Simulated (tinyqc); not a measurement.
Worked calculation: RHF in the sto-3g basis, for H2O, spin multiplicity 1. Computed by tinyqc, a small Python program that keeps every step (integrals from PySCF). Settings: charge = 0, multiplicity = 1, basis = sto-3g, energy threshold = 1e-10, iteration cap = 89, orthogonalisation = symmetric, start = highest core orbitals, DIIS depth = 0, method = RHF. Command: `OMP_NUM_THREADS=1 python tinyqc.py 30691 30692 out.jsonl` (the two numbers bound the seeds that draw the settings). One thread of a shared host (Intel(R) Xeon(R) Processor @ 2.60GHz), about 0.06 s of CPU time with the checks. Later iterations appear only in the table of the cycle.

## One-electron integrals

Geometry (angstrom):
```
atom        x         y        z
O     0.00000   0.00000  0.00000
H     0.00000   0.72700  0.62600
H     0.00000  -0.72700  0.62600
```

Basis sto-3g: exponents (1/bohr^2) and contraction coefficients of normalised primitives:
```
element  l (shell)   exponent  coefficient
O            s (1)  130.70932      0.15433
O            s (1)   23.80886      0.53533
O            s (1)    6.44361      0.44463
O            s (2)    5.03315     -0.09997
O            s (2)    1.16960      0.39951
O            s (2)    0.38039      0.70012
O            p (3)    5.03315      0.15592
O            p (3)    1.16960      0.60768
O            p (3)    0.38039      0.39196
H            s (1)    3.42525      0.15433
H            s (1)    0.62391      0.53533
H            s (1)    0.16886      0.44463
```

Overlap, kinetic and nuclear-attraction integrals over the contracted functions; the nuclear repulsion is the sum of Za Zb / Rab.

nuclear repulsion = 9.1892896 hartree

overlap S, lower triangle:
```
          1O 1s    1O 2s   1O 2px    1O 2py   1O 2pz    2H 1s    3H 1s
1O 1s   1.00000
1O 2s   0.23670  1.00000
1O 2px  0.00000  0.00000  1.00000
1O 2py  0.00000  0.00000  0.00000   1.00000
1O 2pz  0.00000  0.00000  0.00000   0.00000  1.00000
2H 1s   0.05370  0.47338  0.00000   0.29758  0.25624  1.00000
3H 1s   0.05370  0.47338  0.00000  -0.29758  0.25624  0.27415  1.00000
```

kinetic energy T (hartree), lower triangle:
```
           1O 1s    1O 2s   1O 2px    1O 2py   1O 2pz    2H 1s    3H 1s
1O 1s   29.00320
1O 2s   -0.16801  0.80813
1O 2px   0.00000  0.00000  2.52873
1O 2py   0.00000  0.00000  0.00000   2.52873
1O 2pz   0.00000  0.00000  0.00000   0.00000  2.52873
2H 1s   -0.00266  0.12757  0.00000   0.21415  0.18440  0.76003
3H 1s   -0.00266  0.12757  0.00000  -0.21415  0.18440  0.01387  0.76003
```

nuclear attraction V (hartree), lower triangle:
```
            1O 1s      1O 2s    1O 2px     1O 2py     1O 2pz     2H 1s     3H 1s
1O 1s   -61.72162
1O 2s    -7.44420  -10.14068
1O 2px    0.00000    0.00000  -9.98453
1O 2py    0.00000    0.00000   0.00000  -10.12736
1O 2pz   -0.02017   -0.23740   0.00000    0.00000  -10.09043
2H 1s    -1.73789   -3.86092   0.00000   -2.15475   -1.93733  -5.84237
3H 1s    -1.73789   -3.86092   0.00000    2.15475   -1.93733  -1.74370  -5.84237
```

core Hamiltonian H = T + V (hartree), lower triangle:
```
            1O 1s     1O 2s    1O 2px    1O 2py    1O 2pz     2H 1s     3H 1s
1O 1s   -32.71842
1O 2s    -7.61221  -9.33255
1O 2px    0.00000   0.00000  -7.45580
1O 2py    0.00000   0.00000   0.00000  -7.59863
1O 2pz   -0.02017  -0.23740   0.00000   0.00000  -7.56170
2H 1s    -1.74055  -3.73336   0.00000  -1.94060  -1.75293  -5.08234
3H 1s    -1.74055  -3.73336   0.00000   1.94060  -1.75293  -1.72983  -5.08234
```

## Two-electron integrals

Functions are numbered as in S; the eight-fold symmetry (ij|kl) = (ji|kl) = (kl|ij) leaves the list below.

Two-electron integrals (ij|kl) in chemists' order, unique and non-zero (hartree):
```
(11|11) 4.78507    (21|11) 0.74138    (21|21) 0.13687    (22|11) 1.11895
(22|21) 0.25663    (22|22) 0.81721    (31|31) 0.02448    (32|31) 0.03781
(32|32) 0.18052    (33|11) 1.11581    (33|21) 0.25668    (33|22) 0.81702
(33|33) 0.88016    (41|41) 0.02448    (42|41) 0.03781    (42|42) 0.18052
(43|43) 0.04744    (44|11) 1.11581    (44|21) 0.25668    (44|22) 0.81702
(44|33) 0.78527    (44|44) 0.88016    (51|51) 0.02448    (52|51) 0.03781
(52|52) 0.18052    (53|53) 0.04744    (54|54) 0.04744    (55|11) 1.11581
(55|21) 0.25668    (55|22) 0.81702    (55|33) 0.78527    (55|44) 0.78527
(55|55) 0.88016    (61|11) 0.17090    (61|21) 0.03127    (61|22) 0.05821
(61|33) 0.05810    (61|41) 0.00109    (61|42) 0.00203    (61|44) 0.05829
(61|51) 0.00094    (61|52) 0.00175    (61|54) 0.00017    (61|55) 0.05824
(61|61) 0.00724    (62|11) 0.40213    (62|21) 0.09333    (62|22) 0.32744
(62|33) 0.32199    (62|41) 0.00529    (62|42) 0.03985    (62|44) 0.33120
(62|51) 0.00455    (62|52) 0.03431    (62|54) 0.00793    (62|55) 0.32882
(62|61) 0.02171    (62|62) 0.16037    (63|31) 0.00993    (63|32) 0.05720
(63|43) 0.00835    (63|53) 0.00719    (63|63) 0.02327    (64|11) 0.21498
(64|21) 0.05055    (64|22) 0.18945    (64|33) 0.18079    (64|41) 0.01245
(64|42) 0.07914    (64|44) 0.20269    (64|51) 0.00217    (64|52) 0.01889
(64|54) 0.01167    (64|55) 0.18465    (64|61) 0.01230    (64|62) 0.11270
(64|64) 0.10159    (65|11) 0.18512    (65|21) 0.04353    (65|22) 0.16313
(65|33) 0.15567    (65|41) 0.00217    (65|42) 0.01889    (65|44) 0.16016
(65|51) 0.01180    (65|52) 0.07346    (65|54) 0.01221    (65|55) 0.17337
(65|61) 0.01059    (65|62) 0.09704    (65|64) 0.06744    (65|65) 0.08134
(66|11) 0.53096    (66|21) 0.12523    (66|22) 0.50249    (66|33) 0.48203
(66|41) 0.00947    (66|42) 0.09724    (66|44) 0.51693    (66|51) 0.00815
(66|52) 0.08373    (66|54) 0.03005    (66|55) 0.50791    (66|61) 0.02942
(66|62) 0.30518    (66|64) 0.24501    (66|65) 0.21097    (66|66) 0.77461
(71|11) 0.17090    (71|21) 0.03127    (71|22) 0.05821    (71|33) 0.05810
(71|41) -0.00109   (71|42) -0.00203   (71|44) 0.05829    (71|51) 0.00094
(71|52) 0.00175    (71|54) -0.00017   (71|55) 0.05824    (71|61) 0.00713
(71|62) 0.02108    (71|64) 0.01088    (71|65) 0.01029    (71|66) 0.02824
(71|71) 0.00724    (72|11) 0.40213    (72|21) 0.09333    (72|22) 0.32744
(72|33) 0.32199    (72|41) -0.00529   (72|42) -0.03985   (72|44) 0.33120
(72|51) 0.00455    (72|52) 0.03431    (72|54) -0.00793   (72|55) 0.32882
(72|61) 0.02108    (72|62) 0.13289    (72|64) 0.06390    (72|65) 0.07834
(72|66) 0.21109    (72|71) 0.02171    (72|72) 0.16037    (73|31) 0.00993
(73|32) 0.05720    (73|43) -0.00835   (73|53) 0.00719    (73|63) 0.01874
(73|73) 0.02327    (74|11) -0.21498   (74|21) -0.05055   (74|22) -0.18945
(74|33) -0.18079   (74|41) 0.01245    (74|42) 0.07914    (74|44) -0.20269
(74|51) -0.00217   (74|52) -0.01889   (74|54) 0.01167    (74|55) -0.18465
(74|61) -0.01088   (74|62) -0.06390   (74|64) -0.01237   (74|65) -0.03678
(74|66) -0.08847   (74|71) -0.01230   (74|72) -0.11270   (74|74) 0.10159
(75|11) 0.18512    (75|21) 0.04353    (75|22) 0.16313    (75|33) 0.15567
(75|41) -0.00217   (75|42) -0.01889   (75|44) 0.16016    (75|51) 0.01180
(75|52) 0.07346    (75|54) -0.01221   (75|55) 0.17337    (75|61) 0.01029
(75|62) 0.07834    (75|64) 0.03678    (75|65) 0.06423    (75|66) 0.13686
(75|71) 0.01059    (75|72) 0.09704    (75|74) -0.06744   (75|75) 0.08134
(76|11) 0.17202    (76|21) 0.04030    (76|22) 0.15356    (76|33) 0.14982
(76|44) 0.15257    (76|51) 0.00308    (76|52) 0.02759    (76|55) 0.15812
(76|61) 0.00930    (76|62) 0.07537    (76|64) 0.04549    (76|65) 0.05127
(76|66) 0.14894    (76|71) 0.00930    (76|72) 0.07537    (76|74) -0.04549
(76|75) 0.05127    (76|76) 0.04310    (77|11) 0.53096    (77|21) 0.12523
(77|22) 0.50249    (77|33) 0.48203    (77|41) -0.00947   (77|42) -0.09724
(77|44) 0.51693    (77|51) 0.00815    (77|52) 0.08373    (77|54) -0.03005
(77|55) 0.50791    (77|61) 0.02824    (77|62) 0.21109    (77|64) 0.08847
(77|65) 0.13686    (77|66) 0.35555    (77|71) 0.02942    (77|72) 0.30518
(77|74) -0.24501   (77|75) 0.21097    (77|76) 0.14894    (77|77) 0.77461
```

## Orthogonalisation

S = U s U^T; symmetric (Loewdin) form X = U s^(-1/2) U^T, so that X^T S X = 1.

eigenvalues of S: 0.34351  0.42033  0.88120  1.00000  1.09929  1.30552  1.95015

X, lower triangle:
```
           1O 1s     1O 2s   1O 2px    1O 2py    1O 2pz     2H 1s    3H 1s
1O 1s    1.02417
1O 2s   -0.14310   1.24376
1O 2px   0.00000   0.00000  1.00000
1O 2py   0.00000   0.00000  0.00000   1.10549
1O 2pz  -0.01078   0.11764  0.00000   0.00000   1.06238
2H 1s    0.02173  -0.29238  0.00000  -0.22430  -0.15557   1.21157
3H 1s    0.02173  -0.29238  0.00000   0.22430  -0.15557  -0.10056  1.21157
```

## Starting guess

The start is the highest orbitals of the core Hamiltonian (a deliberately bad start); D = 2 C_occ C_occ^T.

D at the start, lower triangle:
```
           1O 1s     1O 2s   1O 2px    1O 2py    1O 2pz     2H 1s    3H 1s
1O 1s    0.02717
1O 2s   -0.15775   1.14316
1O 2px   0.00000   0.00000  2.00000
1O 2py   0.00000   0.00000  0.00000   2.64548
1O 2pz   0.15262  -0.41628  0.00000   0.00000   1.82788
2H 1s    0.08713  -1.00659  0.00000  -1.08456  -0.54531   3.20468
3H 1s    0.08713  -1.00659  0.00000   1.08456  -0.54531  -0.43997  3.20468
```

## Iteration 1: building the Fock matrix

J_ij = sum D_kl (ij|kl), K_ij = sum D_kl (ik|jl); F = H + J - 0.5 K; E = tr D H + tr D J / 2 - 0.25 tr D K + E_nn.

Coulomb J (hartree), lower triangle:
```
           1O 1s     1O 2s   1O 2px    1O 2py   1O 2pz    2H 1s    3H 1s
1O 1s    8.75404
1O 2s    2.01997   6.78229
1O 2px   0.00000   0.00000  6.71405
1O 2py   0.00000   0.00000  0.00000   6.85476
1O 2pz  -0.02762  -0.00609  0.00000   0.00000  6.77348
2H 1s    0.45694   2.88071  0.00000   1.74303  1.50749  5.10084
3H 1s    0.45694   2.88071  0.00000  -1.74303  1.50749  1.44507  5.10084
```

exchange K (hartree), lower triangle:
```
           1O 1s     1O 2s   1O 2px    1O 2py   1O 2pz    2H 1s    3H 1s
1O 1s    0.17802
1O 2s    0.22847   1.40286
1O 2px   0.00000   0.00000  2.02157
1O 2py   0.00000   0.00000  0.00000   2.14807
1O 2pz  -0.02994  -0.70327  0.00000   0.00000  1.76632
2H 1s    0.05673   0.57538  0.00000   0.56924  0.20705  1.57436
3H 1s    0.05673   0.57538  0.00000  -0.56924  0.20705  0.30267  1.57436
```

Fock matrix F (hartree), lower triangle:
```
            1O 1s     1O 2s    1O 2px    1O 2py    1O 2pz     2H 1s     3H 1s
1O 1s   -24.05339
1O 2s    -5.70647  -3.25169
1O 2px    0.00000   0.00000  -1.75253
1O 2py    0.00000   0.00000   0.00000  -1.81790
1O 2pz   -0.03282   0.10814   0.00000   0.00000  -1.67138
2H 1s    -1.31197  -1.14034   0.00000  -0.48219  -0.34897  -0.76868
3H 1s    -1.31197  -1.14034   0.00000   0.48219  -0.34897  -0.43609  -0.76868
```

total energy of this density = -27.7009925 hartree

## Iteration 1: diagonalisation and new density

Diagonalise F' = X^T F X, C = X C', fill 5 alpha and 5 beta electrons from the bottom; D = 2 C_occ C_occ^T. Each column has its largest component positive (the first on a tie).

F' = X^T F X (hartree), lower triangle:
```
           1         2         3         4         5         6         7
1  -23.72688
2   -2.63894  -2.20062
3    0.00000   0.00000  -1.75253
4    0.00000   0.00000   0.00000  -1.77689
5   -0.05633   0.17324   0.00000   0.00000  -1.64490
6   -0.26059  -0.36206   0.00000  -0.19930  -0.12399  -0.28658
7   -0.26059  -0.36206   0.00000   0.19930  -0.12399  -0.09870  -0.28658
```

orbital energies (hartree): MO1 -24.05345, MO2 -2.05381, MO3 -1.82540, MO4 -1.75253, MO5 -1.63753, MO6 -0.21289, MO7 -0.13936

coefficients C:
```
            MO1       MO2       MO3      MO4       MO5       MO6       MO7
1O 1s   0.99990  -0.23855   0.00000  0.00000  -0.07752   0.08811   0.00000
1O 2s   0.00028   1.02861   0.00000  0.00000   0.34123  -0.76010   0.00000
1O 2px  0.00000   0.00000   0.00000  1.00000   0.00000   0.00000   0.00000
1O 2py  0.00000   0.00000   1.03567  0.00000   0.00000   0.00000  -0.50014
1O 2pz  0.00129  -0.26782   0.00000  0.00000   0.97875  -0.40166   0.00000
2H 1s   0.00034  -0.04693  -0.06367  0.00000  -0.04470   0.85037   0.95242
3H 1s   0.00034  -0.04693   0.06367  0.00000  -0.04470   0.85037  -0.95242
```

D after iteration 1, lower triangle:
```
           1O 1s     1O 2s   1O 2px    1O 2py    1O 2pz    2H 1s    3H 1s
1O 1s    2.12542
1O 2s   -0.54310   2.34894
1O 2px   0.00000   0.00000  2.00000
1O 2py   0.00000   0.00000  0.00000   2.14521
1O 2pz  -0.02139   0.11700  0.00000   0.00000   2.05937
2H 1s    0.02999  -0.12705  0.00000  -0.13188  -0.06235  0.01651
3H 1s    0.02999  -0.12705  0.00000   0.13188  -0.06235  0.00029  0.01651
```

## Iteration 2: building the Fock matrix

As before.

Coulomb J (hartree), lower triangle:
```
           1O 1s     1O 2s   1O 2px    1O 2py   1O 2pz    2H 1s    3H 1s
1O 1s   18.59067
1O 2s    3.54546   8.80497
1O 2px   0.00000   0.00000  8.79909
1O 2py   0.00000   0.00000  0.00000   8.79670
1O 2pz   0.00178  -0.00211  0.00000   0.00000  8.79568
2H 1s    0.80979   3.43009  0.00000   1.94700  1.67481  5.07071
3H 1s    0.80979   3.43009  0.00000  -1.94700  1.67481  1.57240  5.07071
```

exchange K (hartree), lower triangle:
```
          1O 1s    1O 2s   1O 2px    1O 2py   1O 2pz    2H 1s    3H 1s
1O 1s   9.84240
1O 2s   1.71662  2.87236
1O 2px  0.00000  0.00000  2.36149
1O 2py  0.00000  0.00000  0.00000   2.37049
1O 2pz  0.00073  0.00914  0.00000   0.00000  2.36135
2H 1s   0.41184  1.06575  0.00000   0.48988  0.43150  0.65661
3H 1s   0.41184  1.06575  0.00000  -0.48988  0.43150  0.38790  0.65661
```

Fock matrix F (hartree), lower triangle:
```
            1O 1s     1O 2s   1O 2px    1O 2py    1O 2pz     2H 1s     3H 1s
1O 1s   -19.04895
1O 2s    -4.92506  -1.96376
1O 2px    0.00000   0.00000  0.16255
1O 2py    0.00000   0.00000  0.00000   0.01283
1O 2pz   -0.01875  -0.24408  0.00000   0.00000   0.05331
2H 1s    -1.13668  -0.83614  0.00000  -0.23853  -0.29388  -0.33994
3H 1s    -1.13668  -0.83614  0.00000   0.23853  -0.29388  -0.35138  -0.33994
```

total energy of this density = -73.7707970 hartree

## Iteration 2: diagonalisation and new density

As before.

F' = X^T F X (hartree), lower triangle:
```
           1         2        3         4         5         6        7
1  -18.66917
2   -2.65012  -0.79656
3    0.00000   0.00000  0.16255
4    0.00000   0.00000  0.00000   0.25342
5   -0.02991  -0.03039  0.00000   0.00000   0.19709
6   -0.18128  -0.45543  0.00000  -0.37656  -0.29076   0.17908
7   -0.18128  -0.45543  0.00000   0.37656  -0.29076  -0.12272  0.17908
```

orbital energies (hartree): MO1 -19.06021, MO2 -0.88366, MO3 -0.25547, MO4 0.03154, MO5 0.16255, MO6 0.70006, MO7 0.81069

coefficients C:
```
             MO1       MO2       MO3       MO4      MO5       MO6       MO7
1O 1s    0.99320  -0.21774   0.00000  -0.14381  0.00000  -0.12625   0.00000
1O 2s    0.03052   0.74389   0.00000   0.69879  0.00000   0.84238   0.00000
1O 2px   0.00000   0.00000   0.00000   0.00000  1.00000   0.00000   0.00000
1O 2py   0.00000   0.00000   0.58009   0.00000  0.00000   0.00000   0.99310
1O 2pz   0.00459   0.21871   0.00000  -0.69345  0.00000   0.81381   0.00000
2H 1s   -0.00672   0.20342   0.47885  -0.30296  0.00000  -0.77079  -0.82575
3H 1s   -0.00672   0.20342  -0.47885  -0.30296  0.00000  -0.77079   0.82575
```

D after iteration 2, lower triangle:
```
           1O 1s     1O 2s   1O 2px    1O 2py   1O 2pz     2H 1s    3H 1s
1O 1s    2.10906
1O 2s   -0.46433   2.08524
1O 2px   0.00000   0.00000  2.00000
1O 2py   0.00000   0.00000  0.00000   0.67300
1O 2pz   0.11333  -0.64348  0.00000   0.00000  1.05746
2H 1s   -0.01479  -0.12118  0.00000   0.55554  0.50909   0.72500
3H 1s   -0.01479  -0.12118  0.00000  -0.55554  0.50909  -0.19217  0.72500
```

## Iteration 14 (converged): orbitals

converged F (hartree), lower triangle:
```
            1O 1s     1O 2s    1O 2px    1O 2py    1O 2pz     2H 1s     3H 1s
1O 1s   -20.24069
1O 2s    -5.16422  -2.45015
1O 2px    0.00000   0.00000  -0.39526
1O 2py    0.00000   0.00000   0.00000  -0.31265
1O 2pz   -0.02971  -0.13317   0.00000   0.00000  -0.35670
2H 1s    -1.18976  -1.02387   0.00000  -0.38196  -0.38983  -0.58203
3H 1s    -1.18976  -1.02387   0.00000   0.38196  -0.38983  -0.41856  -0.58203
```

As before.

F' = X^T F X (hartree), lower triangle:
```
           1         2         3         4         5         6        7
1  -19.86114
2   -2.69351  -1.23658
3    0.00000   0.00000  -0.39526
4    0.00000   0.00000   0.00000  -0.01969
5   -0.05704   0.12021   0.00000   0.00000  -0.18211
6   -0.18580  -0.51256   0.00000  -0.46686  -0.34917   0.01938
7   -0.18580  -0.51256   0.00000   0.46686  -0.34917  -0.11737  0.01938
```

orbital energies (hartree): MO1 -20.24948, MO2 -1.27430, MO3 -0.60632, MO4 -0.46690, MO5 -0.39526, MO6 0.61286, MO7 0.72338

coefficients C:
```
             MO1       MO2       MO3       MO4      MO5       MO6       MO7
1O 1s    0.99415  -0.23234   0.00000   0.10687  0.00000  -0.12936   0.00000
1O 2s    0.02643   0.83265   0.00000  -0.55403  0.00000   0.86676   0.00000
1O 2px   0.00000   0.00000   0.00000   0.00000  1.00000   0.00000   0.00000
1O 2py   0.00000   0.00000   0.61571   0.00000  0.00000   0.00000   0.97141
1O 2pz   0.00450   0.13508   0.00000   0.75745  0.00000   0.77397   0.00000
2H 1s   -0.00589   0.15773   0.44859   0.28512  0.00000  -0.78812  -0.84257
3H 1s   -0.00589   0.15773  -0.44859   0.28512  0.00000  -0.78812   0.84257
```

D after iteration 14, lower triangle:
```
           1O 1s     1O 2s   1O 2px    1O 2py   1O 2pz     2H 1s    3H 1s
1O 1s    2.10747
1O 2s   -0.45278   2.00189
1O 2px   0.00000   0.00000  2.00000
1O 2py   0.00000   0.00000  0.00000   0.75820
1O 2pz   0.10808  -0.61410  0.00000   0.00000  1.18398
2H 1s   -0.02407  -0.05356  0.00000   0.55241  0.47448   0.61488
3H 1s   -0.02407  -0.05356  0.00000  -0.55241  0.47448  -0.19006  0.61488
```

## Convergence

Stop when the energy changes by less than 1e-10 hartree and every element of the error matrix X^T (F D S - S D F) X is below 3e-06.

Course of the cycle:
```
iteration  E (hartree)     change  largest element of the error matrix
1          -27.7009925          -                             4.16e-01
2          -73.7707970  -4.61e+01                             6.98e-01
3          -74.9537921  -1.18e+00                             8.06e-02
4          -74.9633154  -9.52e-03                             1.08e-02
5          -74.9635270  -2.12e-04                             3.68e-03
6          -74.9635494  -2.24e-05                             1.39e-03
7          -74.9635533  -3.88e-06                             5.62e-04
8          -74.9635540  -7.14e-07                             2.33e-04
9          -74.9635541  -1.33e-07                             9.86e-05
10         -74.9635542  -2.49e-08                             4.21e-05
11         -74.9635542  -4.67e-09                             1.81e-05
12         -74.9635542  -8.76e-10                             7.81e-06
13         -74.9635542  -1.64e-10                             3.37e-06
14         -74.9635542  -3.08e-11                             1.46e-06
```

PySCF RHF in the same basis = -74.9635542 hartree

Converged in 14 iterations.

## Populations, bond orders and dipole

Mulliken: Z minus the diagonal of D S on the atom; Loewdin: the same with S^(1/2) D S^(1/2); Mayer order: 2 sum_s sum (D(s) S)_ij (D(s) S)_ji over the two atoms.

Charges (e):
```
atom  Mulliken   Loewdin
1O    -0.35583  -0.24657
2H     0.17791   0.12329
3H     0.17791   0.12329
```

Mayer bond orders:
```
pair    order
2-1   0.96008
3-1   0.96008
3-2   0.00827
```

dipole moment about the origin, x y z (debye): 0.00000  0.00000  1.76064
